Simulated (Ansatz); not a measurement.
**BH₄NS (built from SMILES NBS): single points off equilibrium**

An exercise on one series of results from a longer session: the logs are not shown, and one member is left open.

Method: single points in def2-TZVPP; program: Ansatz 0.2.0, Gaussian basis.

Cores are frozen in the correlated methods.

## Where the work starts

7 atoms, charge 0, spin multiplicity 1.

Atoms are counted from 1 here; the program's logs count them from 0.

Bond lengths: B1–S3 1.710 Å, B1–H5 1.088 Å, N2–H6 1.040 Å, N2–H7 0.957 Å. Angles: S3–B1–H5 133.9°, H6–N2–H7 106.2°.

As a file:

```mol
BH4NS
  3D, bonds by distance, orders not assigned

  7  4  0  0  0  0  0  0  0  0999 V2000
   -0.7337    0.0864   -0.5981 B   0  0
    0.6282    0.2668    0.5366 N   0  0
   -0.7909   -1.6213   -0.6632 S   0  0
    0.7197   -1.1831    0.3616 H   0  0
   -1.3994    0.8767   -0.9382 H   0  0
    1.2748    0.8004   -0.0792 H   0  0
    0.5186    0.7925    1.3291 H   0  0
  1  3  8  0
  1  5  8  0
  2  6  8  0
  2  7  8  0
M  END
```

Set-up of the first run:

Contents of run/in.yaml:

```yaml
crystal:
  periodic: [false, false, false]
  atoms:
    - {symbol: B, position_ang: [-0.733700, 0.086400, -0.598100]}
    - {symbol: N, position_ang: [0.628200, 0.266800, 0.536600]}
    - {symbol: S, position_ang: [-0.790900, -1.621300, -0.663200]}
    - {symbol: H, position_ang: [0.719700, -1.183100, 0.361600]}
    - {symbol: H, position_ang: [-1.399400, 0.876700, -0.938200]}
    - {symbol: H, position_ang: [1.274800, 0.800400, -0.079200]}
    - {symbol: H, position_ang: [0.518600, 0.792500, 1.329100]}
basis:
  gaussian: {orbitals: def2-TZVPP}
correlation: {method: ccsd_t}
output: {forces: true}
```

No record of the launch command was kept for these runs.

Among the steps run: CCSD(T)/def2-TZVPP; PBE0-D4/def2-TZVPP; wB97M-V/def2-TZVPP; r2SCAN-D4/def2-TZVPP; PBE-D4/def2-TZVPP; wB97X-V/def2-TZVPP; r2SCAN0-D4/def2-TZVPP.

One table of the session follows, with a row left open; its other results are not shown here.

| method | RMS force component (eV/Å) | angle to CCSD(T) forces (°) | dipole (D) |
| --- | --- | --- | --- |
| CCSD(T) | 2.101 | reference | 3.75 |
| PBE0-D4 | 2.150 | 2.5 | 3.84 |
| wB97M-V | ? | ? | ? |
| r2SCAN-D4 | 2.093 | 1.9 | 3.83 |
| PBE-D4 | 2.110 | 3.7 | 3.64 |
| wB97X-V | 2.175 | 2.7 | 4.00 |
| r2SCAN0-D4 | 2.132 | 4.0 | 3.94 |

**Question.** Estimate the row for wB97M-V.

**Answer.** RMS force component (eV/Å): 2.100; angle to CCSD(T) forces (°): 2.9; dipole (D): 3.85. In the column «RMS force component (eV/Å)» it lies between r2SCAN-D4 (2.093) and CCSD(T) (2.101).
